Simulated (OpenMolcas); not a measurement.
# [NO2]− (nitrite) at 6 levels

Aim: a comparison of 6 runs (B2PLYP/STO-3G, SVWN5/STO-3G, UPBE/STO-3G, r2SCAN/STO-3G, MP2/STO-3G, CISD/STO-3G) of [NO2]− (nitrite). 

Program for the calculation: OpenMolcas 26.06.

4 further runs of the same task are left out: 1 for a known fault of the program, 1 that didn't finish, 2 set aside as unsound or not needed.

**1. The system as given**

[NO2]−: 3 atoms, total charge -1, spin state singlet. As SMILES, `O=N[O-]`. One bond was lengthened or shortened from a relaxed shape.

Bond lengths: O1–N2 1.245 Å, N2–O3 1.557 Å. Angles: O1–N2–O3 116.8°.

**2. The energy at B2PLYP/STO-3G (run 1)**

Input file job.input:

```
&GATEWAY
 BasLib=$CurrDir
 Coord
 3
 angstrom
 O        0.566397       1.118101       0.435503
 N        0.569307      -0.119949       0.299873
 O       -0.648590      -0.747260      -0.439610
 Basis=STO-3G
 Group=NoSym

&SEWARD
 GridInput
 Grid=UltraFine
 End of Grid

&SCF
 Charge=-1
 KSDFT=B2PLYP_SCF
 Thresholds=1e-10 1e-07 1e-07 1e-05
 PrOrbitals=1 1

&MBPT2
 Frozen=3
```

The basis set STO-3G is read from a file made from the Basis Set Exchange's data (not shown).

The run is started by

```console
export MOLCAS_MEM=1860
pymolcas job.input > job.log
```

The log of the run:

```text
--- Start Module: gateway ---
[...]
--- Stop Module: gateway /rc=_RC_ALL_IS_WELL_ ---
[...]
      Basis functions           15
[...]
--- Start Module: scf ---
[...]
       Convergence after  18 Iterations
[...]
::    Total KS-DFT energy                            -201.7827086638
[...]
      Total spin, S                                     0.0000000000
[...]
      Total electronic charge=   24.000000
      Total            charge=   -1.000000
[...]
      Dipole Moment (debye):
      Origin of the operator (angstrom)=    0.1447    0.0924    0.0899
                   X=  4.1011E-01               Y=  8.1156E-01               Z=  3.1555E-01           Total=  9.6249E-01
      Center of Charge (angstrom)
[...]
--- Stop Module: scf /rc=_RC_ALL_IS_WELL_ ---
[...]
--- Start Module: mbpt2 ---
[...]
 ###    WARNING: MP2 implementation intended for RHF references only         ###
 ###############################################################################
MBPT2 WARNING: Reference function according to RunFile:KS-DFT
I'll assume you know what you're doing and continue
WARNING!
Default frozen orbitals as non valence orbitals is overwritten by user input.
Default values:   3
[...]
       Reference weight ( Cref**2 )         =        0.78176
::    Total MBPT2 energy                             -202.0721651388
[...]
      Total MBPT2 calculations                           0.03      0.04
--- Stop Module: mbpt2 /rc=_RC_ALL_IS_WELL_ ---
[...]
```

Wall time 4.2 s (1 thread of Arm Neoverse V1, shared host); peak memory 0.37 GiB.

**3. The energy at SVWN5/STO-3G (run 2)**

Input file job.input:

```
* NO2 Kohn-Sham DFT

&GATEWAY
 BASLIB
 $CurrDir
 COORD
 3
 angstrom
 O        0.566397       1.118101       0.435503
 N        0.569307      -0.119949       0.299873
 O       -0.648590      -0.747260      -0.439610
 BASIS
 STO-3G
 GROUP
 NoSym

&SEWARD
 GRIDINPUT
 Grid=UltraFine
 End of Grid

&SCF
 CHARGE
 -1
 KSDFT
 SVWN5
 THRESHOLDS
 1e-10 1e-07 1e-07 1e-05
 PRORBITALS
 1 1
```

The basis set STO-3G is read from a file made from the Basis Set Exchange's data (not shown).

The run is started by

```console
export MOLCAS_MEM=1860
pymolcas job.input > job.log
```

The log of the run:

```text
--- Start Module: gateway ---
[...]
--- Stop Module: gateway /rc=_RC_ALL_IS_WELL_ ---
--- Start Module: seward ---
[...]
      Basis functions           15
--- Stop Module: seward /rc=_RC_ALL_IS_WELL_ ---
--- Start Module: scf ---
[...]
       Convergence after  23 Iterations
[...]
::    Total KS-DFT energy                            -200.6198880808
[...]
      Total spin, S                                     0.0000000000
[...]
      Total electronic charge=   24.000000
      Total            charge=   -1.000000
[...]
      Dipole Moment (debye):
      Origin of the operator (angstrom)=    0.1447    0.0924    0.0899
                   X=  1.3502E-01               Y=  7.7762E-01               Z=  1.6047E-01           Total=  8.0540E-01
      Center of Charge (angstrom)
[...]
--- Stop Module: scf /rc=_RC_ALL_IS_WELL_ ---
[...]
```

Wall time 4.2 s (1 thread of Arm Neoverse V1, shared host); peak memory 0.37 GiB.

Runs 3 to 5 aren't shown in full; the table further down has their settings and results.

**4. The energy at CISD/STO-3G (run 6)**

Input file job.inp:

```
>>> EXPORT MOLCAS_PRINT=2

&GATEWAY
  BasLib=$CurrDir
  Coord
  3
  angstrom
  O        0.566397       1.118101       0.435503
  N        0.569307      -0.119949       0.299873
  O       -0.648590      -0.747260      -0.439610
  Basis=STO-3G
  Group=NoSym

&SEWARD

&SCF
  Charge=-1
  Thresholds=1e-10 1e-07 1e-07 1e-05
  PrOrbitals=1 1

&MOTRA
  Frozen=3

&GUGA
  Electrons=18
  Spin=1
  Inactive=9
  Active=0
  CIAll=1

&CPF
  SDCI
```

The basis set STO-3G is read from a file made from the Basis Set Exchange's data (not shown).

The run is started by

```console
export MOLCAS_MEM=1860
pymolcas job.inp > job.log
```

The log of the run:

```text
--- Start Module: gateway ---
[...]
--- Stop Module: gateway /rc=_RC_ALL_IS_WELL_ ---
[...]
      Basis functions           15
[...]
       Convergence after  20 Iterations
[...]
::    Total SCF energy                               -201.1156848844
[...]
      Total spin, S                                     0.0000000000
[...]
      *** WARNING: Default frozen orbitals is overwritten by user input.
      *** Default values:   3
[...]
--- Start Module: guga ---
[...]
--- Stop Module: guga /rc=_RC_ALL_IS_WELL_ ---
--- Start Module: cpf ---
[...]
      Active orbitals                            0       0
[...]
      Spin quantum number                      0.0
[...]
     FINAL CI ENERGY          -201.29834993
     FINAL CORRELATION ENERGY   -0.18266505  REFERENCE ENERGY    -201.11568488
[...]
     REL. CI ENERGY           -201.29834993
[...]
      Total electronic charge=   24.000000
      Total            charge=   -1.000000
[...]
      Dipole Moment (debye):
      Origin of the operator (angstrom)=    0.1447    0.0924    0.0899
                   X=  2.7034E-01               Y=  8.3758E-01               Z=  2.4155E-01           Total=  9.1267E-01
      Quadrupole Moment (debye*angstrom):
[...]
--- Stop Module: cpf /rc=_RC_ALL_IS_WELL_ ---
[...]
```

Wall time 1.9 s (1 thread of Arm Neoverse V1, shared host); peak memory 0.37 GiB.

**5. All runs side by side**

```csv
run,level,frozen core orbitals,scramble,energy (Eh),HOMO energy (eV),LUMO energy (eV),HOMO–LUMO gap (eV),wall time
1,B2PLYP/STO-3G,3,–,-201.860862,5.64,13.10,7.47,4.2 s
2,SVWN5/STO-3G,–,–,-200.619888,9.89,11.04,1.15,4.2 s
3,UPBE/STO-3G,–,0.25,-201.948162,9.83,11.06,1.23,6.9 s
4,r2SCAN/STO-3G,–,–,-202.084111,9.22,10.82,1.60,6 s
5,MP2/STO-3G,3,–,-201.270289,2.64,16.01,13.37,1.8 s
6,CISD/STO-3G,3,–,-201.298350,2.64,16.01,13.37,1.9 s
```

**6. What came out**

```
                                                    quantity          value
                                         run 6: total energy  -201.29835 Eh
                  run 6: HOMO energy (Hartree–Fock orbitals)        2.64 eV
                  run 6: LUMO energy (Hartree–Fock orbitals)       16.01 eV
run 6: HOMO–LUMO gap (to an unbound level, set by the basis)       13.37 eV
          run 6: correlation energy (3 core orbitals frozen)     -182.7 mEh
```

**Reading.** Over runs 1, 2, 3, 4 the HOMO–LUMO gap runs from 1.15 eV (SVWN5/STO-3G) to 7.47 eV (B2PLYP/STO-3G). The empty levels of an anion lie above zero and hang on the basis. A double hybrid's value is that of its SCF part. For B2PLYP the log adds the whole second-order term; the table takes 0.27 of it, as the functional is defined. Totals of different functionals can't be ranked against each other. In runs 1, 2, 3, 4, 5, 6 the HOMO lies above zero, so the outermost electron may be held by the basis alone. In runs 1, 2, 3, 4, 5, 6 the basis is minimal, so the values are rough. All runs together took 25 s, the longest 6.9 s.
